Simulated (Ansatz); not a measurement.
A made-up structure of CH₃SSi (charge +1), closed shell:

```
6
angstrom
Si -1.7982 0.4742 -0.3330
C -0.0956 -0.1209 0.1233
S 1.1151 0.5257 1.0262
H -1.2279 0.8127 -1.6997
H 0.0403 -1.1667 -0.1823
H -1.8534 -0.7261 0.4237
```

It is relaxed with PBE-D4/def2-SVP and then PBE0-D4/def2-TZVP (Ansatz 0.2.0). Atoms count as bonded within 1.22 times the sum of their covalent radii (H–H: 0.88 Å). The end point is not checked to be a true minimum.

Question: Does its bonding change? (Judge from chemistry; the calculation decides.)

Answer: The calculation gives: Yes. Formed: Si1–S3; broken: none.

Where it ends: The first stage lowers the energy by 3.57 eV in 10 steps. It ends as CH₃SSi ([CH]1[SiH2][S]1), total charge +1:
```xyz
6
angstrom
Si -1.3644 0.2659 -0.2809
C 0.2180 -0.6289 -0.0483
S 0.4648 0.6958 0.8619
H -1.5173 1.0761 -1.4960
H 0.8860 -1.4671 -0.2249
H -2.5068 -0.1429 0.5464
```

Labels in which every atom is bracketed show which atoms are joined, not bond orders.

For scale, one of the runs: PBE0-D4/def2-TZVP relaxation, 123 basis functions, launched by `ansatz run in.yaml --threads 2 --pin off --events-out ev --progress --plain --max-ram 4352MiB`. The run took about 12 s on 2 CPU threads of an Intel Xeon Platinum 8559C (shared host).
